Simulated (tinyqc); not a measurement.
A ladder of methods, and size consistency: correlation methods against full CI in the sto-6g basis, for H2O, spin multiplicity 1. Computed by the program tinyqc with PySCF. 

Geometry (angstrom):

| atom | x | y | z |
|---|---|---|---|
| O | 0.0000 | 0.0000 | 0.0000 |
| H | 0.0000 | 0.7600 | 0.4760 |
| H | 0.0000 | -0.7600 | 0.4760 |

RHF energy of one = -75.653830 hartree

All electrons correlated; +Q is the Davidson correction (1 - c0^2) E_corr. The last columns treat two copies 100 angstrom apart as one system. FCI is the lowest singlet.

Correlation energies (hartree):

| method | E_corr of one | share of FCI (%) | E_corr of two at 100 angstrom | two minus twice one (mhartree) |
|---|---|---|---|---|
| MP2 | -0.02994 | 72.443 | -0.05989 | 0.000 |
| CISD | -0.04086 | 98.852 | -0.08020 | 1.524 |
| CISD+Q | -0.04165 | 100.770 | -0.08313 | 0.177 |
| CCSD | -0.04122 | 99.719 | -0.08244 | 0.000 |
| CCSD(T) | -0.04129 | 99.902 | -0.08259 | 0.000 |
| FCI | -0.04133 | 100.000 | - | - |

MP2 recovers 72 %, CISD 98.9 % and CCSD 99.7 % of the FCI value (c0^2 = 0.981 in CISD). MP2 and coupled cluster are size consistent, so their last column vanishes; CISD loses 1.52 mhartree, since a double excitation on each copy is a quadruple of the pair, and the Davidson correction leaves +0.18.
